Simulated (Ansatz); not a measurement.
Working through a composite energy at a relaxed geometry of FH2OSi, SMILES [O][SiH2]F

Computed with the Ansatz DFT code, driven from Python.

At the Python prompt:
```pycon
>>> import itertools
>>> import ansatz as az
>>> from ase.data import atomic_numbers, covalent_radii
>>> import numpy as np
>>> molecule = (
...     az.Crystal.molecule()
...     .atom('O', [-1.2462, 0.6075, 0.8673])
...     .atom('Si', [-0.0063, -0.0164, -0.057])
...     .atom('F', [1.2097, -0.4699, 0.971])
...     .atom('H', [-0.4065, -1.1802, -0.7998])
...     .atom('H', [0.4992, 0.9852, -1.0229])
... )
>>> setup = (
...     molecule.calculation()
...     .basis(gaussian='def2-SVP')
...     .functional('PBE0')
...     .spin('collinear', total=1)
... )
>>> symbols = [site.symbol for site in molecule.cartesian_sites]
>>> start = np.array([site.position_ang for site in molecule.cartesian_sites], dtype=float)
>>> r = setup.relax(force_tolerance=0.01, max_steps=100).run(threads=1).report
>>> end = np.array(r['positions_ang'])
>>> radius = [covalent_radii[atomic_numbers[s]] for s in symbols]
>>> span = lambda where, i, j: np.linalg.norm(where[i] - where[j])
>>> bonded = [(i, j) for i, j in itertools.combinations(range(len(symbols)), 2) if min(span(start, i, j), span(end, i, j)) < 1.2 * (radius[i] + radius[j])]
>>> print('pair        before    after (A)')
pair        before    after (A)
>>> for i, j in bonded:
...     print(f'{symbols[i]}{i}-{symbols[j]}{j}'.ljust(10), f'{span(start, i, j):8.4f} {span(end, i, j):8.4f}')
...
O0-Si1       1.6676   1.6627
Si1-F2       1.6556   1.6156
Si1-H3       1.4375   1.4872
Si1-H4       1.4804   1.4873
>>> minimum = az.Crystal.molecule()
>>> for symbol, place in zip(symbols, end):
...     minimum = minimum.atom(symbol, place.tolist())
...
>>> at_minimum = minimum.calculation().spin('collinear', total=1)
>>> level = lambda method, basis: at_minimum.basis(gaussian=basis).correlation(method).run(threads=1).report
>>> small, large, cluster = level('mp2', 'cc-pVDZ'), level('mp2', 'cc-pVTZ'), level('ccsd_t', 'cc-pVDZ')
>>> corr = lambda each: (each['free_energy_ev'] - each['reference_energy_ev']) / 27.211386246
>>> mp2_limit = (27 * corr(large) - 8 * corr(small)) / 19
>>> pieces = {'HF / cc-pVTZ': large['reference_energy_ev'] / 27.211386246, 'MP2 correlation, DZ-TZ limit': mp2_limit, 'CCSD(T) - MP2 / cc-pVDZ': corr(cluster) - corr(small)}
>>> for name, value in pieces.items():
...     print(f'{name:32s} {value:14.6f} Ha')
...
HF / cc-pVTZ                        -464.535041 Ha
MP2 correlation, DZ-TZ limit          -0.615591 Ha
CCSD(T) - MP2 / cc-pVDZ               -0.037304 Ha
>>> print(f'{"sum":32s} {sum(pieces.values()):14.6f} Ha')
sum                                 -465.187936 Ha
>>> print('T1 diagnostic', round(cluster['correlation']['coupled_cluster']['t1_diagnostic'], 4))
T1 diagnostic 0.0172
```

Caveats:
- Total energies depend on the basis set; only differences at equal settings carry meaning.
- The sum leaves out core correlation, relativity, the Hartree-Fock basis error and zero-point energy; a DZ-TZ extrapolation is rough.
- The run takes the species as open-shell (spin multiplicity 2), which needn't be its ground state.
- Inner cores stay frozen, so this is valence correlation.
- For Al to Cl the sets with a tight d function, cc-pV(X+d)Z, are usual.
- Timing: 30 s on 1 thread of Arm Neoverse V2, with other jobs on the host, peak memory 0.28 GiB.
